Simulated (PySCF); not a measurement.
Compound: C5H5F.
SMILES: `C#C/C(F)=C/C`

Theory: PBE0-D3(BJ)/def2-SVP geometry optimisation, gas phase (PySCF 2.14.0).

Masses are those of the commonest isotopes; rigid-rotor values at the optimised geometry. 

(1) Give the principal moments of inertia and the rotational constants in MHz.

(2) What kind of rotor is it?

(3) What does the inertial defect say?

(4) Give the other two planar moments, Paa and Pbb, and the rms extents of the mass along the axes.

(5) Give the coordinates in the principal-axis frame, origin at the centre of mass.

(6) Predict some low-J microwave lines.

(7) Estimate the classical rotational partition function at 50 K, 100 K and 200 K.

Results:

(1) Ia = 58.97, Ib = 226.85, Ic = 282.67 u·Å²; 505379 MHz·u·Å²/I gives A = 8570, B = 2228, C = 1788 MHz.

(2) An asymmetric top; Ray's κ = -0.870.

(3) Not planar: Δ = Ic − Ia − Ib = -3.15 u·Å². For a rigid frame Δ = −2 Σ m c², so Σ m c² = 1.58 u·Å² lies off the ab plane, practically all of it from hydrogen. The atom farthest from that plane is 0.89 Å away.

(4) Paa = Σ m a² = (Ib + Ic − Ia)/2 = 225.27 and Pbb = Σ m b² = (Ia + Ic − Ib)/2 = 57.40 u·Å². With the mass M = 84.04 u, the rms extents √(P/M) along a, b and c are 1.64, 0.83, 0.14 Å.

(5) The sense of each axis is arbitrary; atoms in the order of the calculation.
```csv
atom,mass (u),a (Å),b (Å),c (Å)
C1,12.000,2.627,0.484,0.000
C2,12.000,1.442,0.223,0.000
C3,12.000,0.052,-0.088,0.000
F4,18.998,-0.219,-1.401,0.000
C5,12.000,-0.941,0.812,0.000
C6,12.000,-2.389,0.471,0.000
H7,1.008,3.676,0.718,-0.001
H8,1.008,-0.641,1.863,0.000
H9,1.008,-2.891,0.890,-0.888
H10,1.008,-2.546,-0.615,0.008
H11,1.008,-2.894,0.904,0.880
```

(6) The dipole components are |μa| = 0.27 D, |μb| = 1.49 D, |μc| = 0.00 D; the mirror of this Cs structure is the ab plane, so μc vanishes by symmetry and there are no c-type lines. The squared components, which scale the intensities, stand as 0.03 : 1.00 (a : b). Some lines, for components of 0.1 D or more:

```csv
type,branch,"J(Ka,Kc)",MHz,lower level (cm⁻¹)
a,Q,"1(1,0) ← 1(1,1)",440,0.345
a,Q,"2(1,1) ← 2(1,2)",1320,0.599
b,R,"2(0,2) ← 1(1,1)",1667,0.345
a,Q,"3(1,2) ← 3(1,3)",2639,0.978
b,R,"3(0,3) ← 2(1,2)",6035,0.599
b,Q,"2(1,1) ← 2(0,2)",7244,0.401
a,R,"2(1,2) ← 1(1,1)",7591,0.345
b,Q,"3(1,2) ← 3(0,3)",7978,0.800
a,R,"2(0,2) ← 1(0,1)",8009,0.134
b,R,"1(1,1) ← 0(0,0)",10358,0.000
a,R,"3(1,3) ← 2(1,2)",11374,0.599
a,R,"3(0,3) ← 2(0,2)",11959,0.401
a,R,"3(2,2) ← 2(2,1)",12047,1.277
a,R,"3(2,1) ← 2(2,0)",12135,1.278
a,R,"3(1,2) ← 2(1,1)",12693,0.643
b,R,"2(1,2) ← 1(0,1)",13933,0.134
b,R,"3(1,3) ← 2(0,2)",17298,0.401
b,Q,"3(2,1) ← 3(1,2)",18490,1.066
b,Q,"2(2,0) ← 2(1,1)",19048,0.643
b,Q,"3(2,2) ← 3(1,3)",21019,0.978
b,R,"2(2,1) ← 1(1,0)",27497,0.360
b,R,"2(2,0) ← 1(1,1)",27959,0.345
b,Q,"3(3,0) ← 3(2,1)",32713,1.683
b,Q,"3(3,1) ← 3(2,2)",32823,1.679
b,R,"3(3,1) ← 2(2,0)",44848,1.278
```

(7) Point group Cs, symmetry number σ = 1; q = (√π/σ)·√((kT/h)³/(ABC)), k/h = 20836.6 MHz/K: 10200 at 50 K, 28900 at 100 K, 81600 at 200 K.

Stationary, but not proved a minimum. No vibrational averaging or centrifugal distortion is included, and the geometry carries the error of its method. A rigid rotor knows nothing of internal rotation, which can split or shift real lines.
